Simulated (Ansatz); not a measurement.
The cluster Mg₃H₃, relaxed as a doublet with UKS PBE-D4/def2-TZVP in Ansatz, starting from the GFN2-xTB geometry. Force threshold 0.02 eV/Å.

The relaxation made no stability test and no search for a lower SCF solution. Another isomer (doublet) lies 0.92 eV lower at PBE0-D4/def2-TZVP; other spin states weren't run for this one.

Start:

```xyz
6

Mg   -1.380    0.366   -2.405
Mg   -0.752    0.580    0.147
Mg   -0.001   -0.914    2.178
H     1.528   -1.120    3.223
H    -0.105   -0.758   -3.279
H     0.709    1.847    0.136
```

(1) Estimate the energy that the relaxation releases and the steps that it takes.

(2) Does the start keep its bonding?

(3) Predict the relaxed structure.

Answers

(1) 1.40 eV, in 17 steps; 13 s on 4 threads of Arm Neoverse V2 on a shared host. No frequencies were taken in this run, so the end may be a saddle point.

(2) By distances, no bond broke or formed. The bond that changes most is Mg2–Mg3, from 2.63 to 2.99 Å (atoms count from 1).

(3) 
```xyz
6

Mg   -0.414   -0.381   -1.769
Mg   -0.037    1.811    0.229
Mg    0.449   -0.788    1.622
H     0.686   -2.385    2.251
H    -0.596   -1.778   -2.777
H    -0.088    3.520    0.444
```
Bond lengths (bridged metal pairs left out): 2 × Mg–Mg 2.99 Å; 3 × H–Mg 1.72 to 1.73 Å.
